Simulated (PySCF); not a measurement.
formamide, CH3NO, SMILES NC=O, point group Cs.

Level: PBE0/pcSseg-1 in PySCF (density fitting, grid level 2); geometry and Hessian at that level, cubic constants and property derivatives from steps of ±0.6 along each species' dimensionless normal coordinates, second-order vibrational perturbation theory. The parent has the commonest isotopes.

Equilibrium geometry (Å):

```csv
atom,x,y,z
N1,-0.6731,-0.0571,0.1237
C2,0.6494,0.0530,-0.1443
O3,1.4856,-0.7683,0.1456
H4,-1.3286,0.6608,-0.1421
H5,-1.0124,-0.8808,0.6020
H6,0.8916,1.0004,-0.6712
```

**Question.** Give the equilibrium and ground-state rotational constants (MHz) of parent; ²H at 5; ²H at 6; ¹⁷O at 3, ²H at 5; ²H at 4; ¹³C at 2; ¹⁵N at 1, ²H at 5.

**Answer.** 
| species | Ae | Be | Ce | A0 | B0 | C0 | Δ0 (u Å²) | harmonic ZPE (cm⁻¹) |
| --- | --- | --- | --- | --- | --- | --- | --- | --- |
| parent | 73850 | 11419 | 9890 | 72850 | 11359 | 9829.9 | -0.015 | 10011 |
| ²H at 5 | 62092 | 11040 | 9373.6 | 61360 | 10995 | 9326.9 | -0.017 | 9298 |
| ²H at 6 | 55567 | 11419 | 9472.3 | 54895 | 11358 | 9412 | -0.005 | 9328 |
| ¹⁷O at 3, ²H at 5 | 61731 | 10735 | 9144.6 | 61003 | 10691 | 9099.7 | -0.016 | 9281 |
| ²H at 4 | 72373 | 10500 | 9169.7 | 71314 | 10453 | 9123 | -0.037 | 9300 |
| ¹³C at 2 | 72171 | 11417 | 9857.7 | 71216 | 11358 | 9798.4 | -0.013 | 9960 |
| ¹⁵N at 1, ²H at 5 | 62027 | 10753 | 9164.5 | 61292 | 10707 | 9118 | -0.018 | 9270 |

Δ0 = Ic − Ia − Ib from the ground-state constants.

**Question.** How is the parent's vibrational correction B0 − Be made up?

**Answer.** 
```csv
axis,harmonic,Coriolis,cubic,total (MHz)
a,450,-665,-786,-1000
b,23.4,-14.5,-68.8,-59.9
c,9.25,-3.63,-65.7,-60.1
```

**Question.** And its quartic centrifugal distortion constants from the harmonic force field?

**Answer.** Asymmetric top, A reduction, Ir representation: ΔJ = 7.6 kHz, ΔJK = -72 kHz, ΔK = 1410 kHz, δJ = 1.51 kHz, δK = 32.6 kHz.

A mode lies under 250 cm⁻¹, where this perturbation treatment is rough. Internal rotors are held in one well.
